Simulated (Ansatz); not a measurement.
Ga3F2: from a trial structure to a relaxed crystal

Theory: Ansatz 0.2.0, DFT PBE, scalar-relativistic, plane waves, PAW. Cutoff 420 eV, Γ-centred k mesh, Gaussian smearing, no spin polarisation in the final step.

This is the end of a relaxation of cell and atoms.

```yaml
crystal:
  lattice:
    - [2.98997, 0.00000, 0.00000]
    - [-1.49499, 2.58939, 0.00000]
    - [0.00000, 0.00000, 10.48589]
  atoms:
    - { symbol: Ga, position: [0.00000, 0.00000, 0.00000] }
    - { symbol: Ga, position: [0.33333, 0.66667, 0.63444] }
    - { symbol: Ga, position: [0.66667, 0.33333, 0.36556] }
    - { symbol: F, position: [0.33333, 0.66667, 0.21708] }
    - { symbol: F, position: [0.66667, 0.33333, 0.78292] }
```

The zero of energy is the elements' standard structures at the same level (F₂ as a molecule); no fitted shifts are applied.

Problem. What space group does it have?

Solution. P-3m1 (No. 164). Conventional cell: a = 2.990 Å, c = 10.486 Å. Ga on Wyckoff site a (1 atom of the primitive cell) has 6 F at 2.86 Å and 6 Ga at 2.99 Å; Ga on Wyckoff site d (2 atoms of the primitive cell) has 3 F at 2.32 Å; around F lie 3 Ga at 2.32 Å, 3 Ga at 2.86 Å and 6 F at 2.99 Å.

Problem. What is its formation energy per atom?

Solution. -1.08 eV/atom.

Problem. Is it a metal?

Solution. Yes, bands cross the Fermi level on the 12×12×4 mesh.

The final run used a 12×12×4 mesh on its 5-atom cell and 0.10 eV smearing. The k mesh leaves about 4 meV/atom of noise in metals. Weakly bound directions are ill-defined at this level, which has no dispersion term. The cell came from a trial start, so Ga3F2 may not exist in this structure.

Cost: 3 runs of about 2.8 core-minutes in all, on Intel Xeon 6975P-C (Granite Rapids) (shared hosts).